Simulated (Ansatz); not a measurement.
# BF (singlet): the correlation ladder at distance B1–F2 = 3.379 Å, 6-31G

How much of the correlation energy of BF (singlet) does each wave-function method recover here?

Method: 6-31G, core rule «outside noble gas», up to 2 orbitals frozen; program: Ansatz 0.2.0, Gaussian basis.

Plan: UHF; CCSD(T) on RHF; CCSD(T) on UHF; BCCD(T) on RHF; CISD; CCSDT(Q) on RHF; CCSDT(Q) on UHF; CISDTQ; CCSDTQ on RHF; CCSDTQ on UHF; CASSCF and MRCISD+Q, 2 electrons in 2 orbitals; CASSCF and NEVPT2, 2 electrons in 2 orbitals; CASSCF and MRCISD+Q, 10 electrons in 8 orbitals; CASSCF and NEVPT2, 10 electrons in 8 orbitals; Full CI.

32 further runs of the same task are left out: 12 for a known fault of the program, 18 that didn't finish, 2 set aside as unsound or not needed. Runs told in other sessions of the task aren't counted.

## 1. What is computed

The geometry derives from a PBE0/def2-TZVP stationary point (not a proven minimum). One bond is set to the value named and the two fragments are kept rigid.

2 atoms, charge 0, spin multiplicity 1.

Atoms are counted from 1 here; the program's logs count them from 0.

No contacts short enough for the rule that draws bonds.

## 2. UHF

File in.yaml:

```yaml
crystal:
  periodic: [false, false, false]
  atoms:
    - {symbol: B, position_ang: [0.000000, 0.000000, 0.000000]}
    - {symbol: F, position_ang: [0.000000, 0.000000, 3.379000]}
basis:
  gaussian: {orbitals: 6-31G}
magnetization: {spin_polarized: true, initial_magnetization: 0}
hamiltonian: {xc: hf}
output: {orbitals: {seedname: orbitals}}
```

Run with:

```console
ansatz run in.yaml --threads 1 --pin off --events-out ev --progress --plain --max-ram 2393MiB
```

After this run come: CCSD(T) on RHF; CCSD(T) on UHF; BCCD(T) on RHF; CISD; CCSDT(Q) on RHF; CCSDT(Q) on UHF; CISDTQ; CCSDTQ on RHF; CCSDTQ on UHF; CASSCF and MRCISD+Q, 2 electrons in 2 orbitals; CASSCF and NEVPT2, 2 electrons in 2 orbitals; CASSCF and MRCISD+Q, 10 electrons in 8 orbitals; CASSCF and NEVPT2, 10 electrons in 8 orbitals; Full CI.

Before running them: what should the planned runs give, taken together? Wanted: FCI from the RHF energy; RMP2 from FCI; UMP2 from FCI; RCCSD from FCI; RCCSD(T) from FCI; UCCSD(T) from FCI; RCCSDT(Q) from FCI; UCCSDT(Q) from FCI; NEVPT2 pair from FCI.

As calculated:

| quantity | value |
| --- | --- |
| FCI from the RHF energy | -6.7105 eV |
| RMP2 from FCI | +150.5 kJ/mol |
| UMP2 from FCI | +83.5 kJ/mol |
| RCCSD from FCI | +47.5 kJ/mol |
| RCCSD(T) from FCI | -160.5 kJ/mol |
| UCCSD(T) from FCI | +10.5 kJ/mol |
| RCCSDT(Q) from FCI | -21.5 kJ/mol |
| UCCSDT(Q) from FCI | -1.2 kJ/mol |
| NEVPT2 pair from FCI | +76.7 kJ/mol |
| levels within 1 kcal/mol (43 meV) | BCCD(T), RCCSDT, UCCSDT, UCCSDT(Q), RCCSDTQ, UCCSDTQ |
| T1 diagnostic | 0.176 |
| effectively unpaired electrons | 1.49 |

What this shows: RCCSD(T) misses by -160.5 kJ/mol, 24.8 % of the correlation energy. CCSD(T) misses by -160.5 kJ/mol on the restricted determinant and by +10.5 kJ/mol on the unrestricted one; the two need not hold the same state or core. RCCSD(T), BCCD(T), RCCSDT(Q), UCCSDT(Q) fall below full CI: unrestricted runs freeze a spin-polarised core, another one than full CI's, and coupled cluster isn't variational. The occupations show strong static correlation (1.5 unpaired electrons where one determinant has 0). These misses are within one basis, not against nature.
